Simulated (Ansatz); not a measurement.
Cartesian coordinates in Å:
```
C -0.556 0.609 1.408
N -0.860 0.302 0.026
C -0.055 -0.137 -0.765
C 0.743 -0.603 -1.691
Cl 0.931 -2.300 -1.945
H -1.199 -0.002 2.044
H -0.811 1.653 1.594
H 0.492 0.432 1.666
H 1.315 0.046 -2.337
```

Charge 0, multiplicity 1.

**Question.** List the ωB97M-V/def2-TZVPP orbital energies in eV (the Gaussian-basis code of Ansatz). (Best estimate.)

**Answer.** Computed: Occupied: -2772.17, -395.68, -283.44, -282.97, -282.73, -262.52, -200.07, -199.83, -199.83, -29.66, -27.08, -23.80, -22.36, -17.56, -16.63, -15.71, -15.57, -14.84, -13.16, -11.90, -11.62, -11.25, -8.66. Lowest empty: 1.34, 2.26, 3.09, 3.57, 4.38, 4.62, 4.67, 5.25.
